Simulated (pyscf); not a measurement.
Single points on ωB97X-D3(BJ)/def2-SVP structures (PySCF, gas phase).

Question: For AuH + HF → F–Au + H₂, a four-centre exchange (singlet surface; Au–H, F–H broken, Au–F, H–H formed), PBE/def2-TZVP gives ΔE‡ = 49.3 kcal/mol and ΔE = +34.0 kcal/mol (zero: the separated reactants). In which direction and how far do B3LYP-D3(BJ)/def2-TZVP, M06-2X/def2-TZVP, ωB97M-D3(BJ)/def2-TZVP move these?

Answer: B3LYP-D3(BJ): ΔE‡ = 50.5 kcal/mol, ΔE = +32.5 kcal/mol; M06-2X: ΔE‡ = 49.8 kcal/mol, ΔE = +31.8 kcal/mol; ωB97M-D3(BJ): ΔE‡ = 47.2 kcal/mol, ΔE = +30.7 kcal/mol. PBE's barrier lies among them. Its reaction energy lies over all of them, by 1.4 to 3.3 kcal/mol. On the reactant side the descent ends in a bound adduct, 9.9 kcal/mol under the separated species and 55.9 kcal/mol under the saddle at ωB97X-D3(BJ)/def2-TZVP. The products may also form a dative adduct at F–Au; it and routes through it were not searched. At the saddle there is also a short Au–H contact that neither side keeps. One saddle was located; it need not be the lowest between these sides. Elements past Kr carry the def2 core potentials, without spin-orbit coupling.
